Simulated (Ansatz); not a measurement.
Ansatz (an electronic-structure program) input (B3LYP-D3(BJ)/def2-TZVP):

Ansatz 0.2 input:
```yaml
crystal:
  periodic: [false, false, false]
  atoms:
    - {symbol: C, position_ang: [0.01154561, 0.06732384, 1.14795079]}
    - {symbol: N, position_ang: [0.08293199, 0.86725639, 0.00730744]}
    - {symbol: C, position_ang: [0.00523258, 0.07802957, -1.14039084]}
    - {symbol: H, position_ang: [0.83665672, -0.72623978, 1.24305540]}
    - {symbol: H, position_ang: [0.07483232, 0.68788401, 2.05332218]}
    - {symbol: H, position_ang: [-0.94790469, -0.55565773, 1.25142286]}
    - {symbol: H, position_ang: [0.83028616, -0.71415560, -1.24755552]}
    - {symbol: H, position_ang: [0.06380609, 0.70725192, -2.04041699]}
    - {symbol: H, position_ang: [-0.95430112, -0.54403613, -1.24484958]}
basis:
  gaussian:
    orbitals: def2-TZVP
hamiltonian:
  xc: b3lyp
  dispersion: d3bj
total_charge: -1
relax: {f_tol: 0.002, max_steps: 150}
```

End of the output:

```
mean field evaluation 64: about -3661.9345 eV, gradient 1.3e-1 eV
mean field -3661.92409654 eV, -134.5732284067 hartree, gradient 1.0e-5 eV, S^2 0.000000; 1 other end points of the search recorded, 0 dependent functions left out
the calculation of the forces begins
reference -3661.92434007 eV, -134.5732373563 hartree; 13, 13 occupied and 116, 116 virtual orbitals, 779 factors
Total energy: -3662.12993140 eV, -134.5807926980 hartree
Atom 0 at     0.011974     0.069949     1.148360 Å, force     0.000055     0.000084    -0.000073 eV/Å
Atom 1 at     0.086589     0.889143     0.007365 Å, force    -0.000054     0.000485    -0.000006 eV/Å
Atom 2 at     0.005897     0.080783    -1.140921 Å, force     0.000045     0.000083     0.000075 eV/Å
Atom 3 at     0.827080    -0.718765     1.233993 Å, force    -0.000130    -0.000164     0.000191 eV/Å
Atom 4 at     0.071308     0.661628     2.076793 Å, force    -0.000004    -0.000036    -0.000214 eV/Å
Atom 5 at    -0.937015    -0.550471     1.239480 Å, force     0.000111    -0.000129     0.000142 eV/Å
Atom 6 at     0.820515    -0.707066    -1.238342 Å, force    -0.000131    -0.000158    -0.000186 eV/Å
Atom 7 at     0.060316     0.681224    -2.064014 Å, force    -0.000006    -0.000038     0.000220 eV/Å
Atom 8 at    -0.943579    -0.538769    -1.232868 Å, force     0.000115    -0.000128    -0.000149 eV/Å
Dipole moment:    -0.022253    -0.233207    -0.001045 e Å
```

It need not be the lowest isomer of its formula. Whether it binds its extra electron was not tested at this geometry.
